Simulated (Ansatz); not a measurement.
# How methods differ on H3PO2 (SMILES O=[PH2]O)

The species is H3PO2 (6 atoms), meant as a singlet with charge 0. As SMILES, `O=[PH2]O`. The shape is that of a GFN2-xTB optimisation. This is one conformer, not always the lowest.

| atom | x (Å) | y (Å) | z (Å) |
| --- | --- | --- | --- |
| O | -0.2881 | -1.5169 | -0.9086 |
| P | -0.1619 | -0.1801 | -0.3715 |
| O | 0.5355 | -0.1851 | 1.0669 |
| H | -1.3513 | 0.5063 | -0.1566 |
| H | 0.6162 | 0.7035 | -1.1105 |
| H | 0.6496 | 0.6723 | 1.4802 |

Quantity: the energy change with the O3–H6 bond stretched from 0.959 to 1.917 Å, in eV. The values are calculated.

```csv
level,kind,program,value (eV),CPU time (all runs)
HF/STO-3G (restricted),Hartree–Fock,Ansatz,7.19,0.28 s
SVWN5/STO-3G (restricted),LDA,Ansatz,4.40,2 s
BLYP/STO-3G (restricted),GGA,Ansatz,3.86,3.1 s
PBE/STO-3G (restricted),GGA,Ansatz,4.06,2.9 s
r2SCAN/STO-3G (restricted),meta-GGA,Ansatz,4.52,6.3 s
B3LYP/STO-3G (restricted),global hybrid,Ansatz,4.67,2.9 s
PBE0/STO-3G (restricted),global hybrid,Ansatz,5.02,2.8 s
wB97M-V/STO-3G (restricted),range-separated hybrid,Ansatz,5.27,47 s
B2PLYP/STO-3G (restricted),double hybrid,Ansatz,4.78,3.8 s
CCSDT(Q)/STO-3G (restricted),coupled cluster or CI,Ansatz,3.62,1.4 s
```

The first shape isn't each level's own minimum. The values span 3.62 to 7.19 eV. All rows use very small basis sets, so none should be taken for the real molecule's value. Times are those of the runs behind each value, whatever else they computed, on shared processors of several kinds: orders of magnitude only.
